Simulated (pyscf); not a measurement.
7 gas-phase steps of one pattern: four-centre exchange on the singlet surface, H–H + N–Si or H–H + P–Si broken and H–N + H–Si or H–P + H–Si formed. Single points on ωB97X-D3(BJ)/def2-SVP structures (PySCF, gas phase). Electronic energies in kcal/mol, from the separated reactants; ΔE‡ and ΔE at ωB97M-D3(BJ)/def2-TZVP. Rows were drawn at random from the steps of this pattern with a verified saddle, stable references and no exit in the data more than 5 kcal/mol lower.

| row | step | ΔE | ΔE‡ |
|---|---|---|---|
| 1 | H₃Si–P(SiH₃)–SiH₃ + H₂ -> H₃Si–PH–SiH₃ + SiH₄ | +2.7 | 64.9 |
| 2 | H₃Si–NH–B(Cl)–Cl + H₂ → H₂N–B(Cl)–Cl + SiH₄ | +4.6 | 60.5 |
| 3 | H₃Si–NH–SiH(Cl)–Cl + H₂ → H₂N–SiH(Cl)–Cl + SiH₄ | +6.9 | 54.6 |
| 4 | H₃Si–NH–Si(Cl)(Cl)–Cl + H₂ → H₂N–Si(Cl)(Cl)–Cl + SiH₄ | +7.3 | 55.2 |
| 5 | H₃Si–N(SiH₃)–SiH₃ + H₂ → H₃Si–NH–SiH₃ + SiH₄ | +8.2 | 53.0 |
| 6 | H₂N–SiH₂–NH₂ + H₂ → NH₃ + H₂N–SiH₃ | +10.6 | ? |
| 7 | H₂N–SiH₂–NH–SiH₃ + H₂ → H₃Si–NH–SiH₃ + NH₃ | +10.7 | 44.5 |

Problem. Fit ΔE‡ = a + b·ΔE to the other rows and predict row 6.

Solution. Over the 6 complete rows the means are +6.7 (ΔE) and 55.4 (ΔE‡); least squares gives b = -2.46 and a = 72.0 kcal/mol, with residuals of 0.9 kcal/mol (root mean square; largest 1.2, row 7). For row 6: 72.0 + -2.46 × (+10.6) = 45.9 kcal/mol. The computed barrier is 43.7 kcal/mol, 2.2 under the line. The line follows the complete rows closely. Each barrier is that of the saddle found.
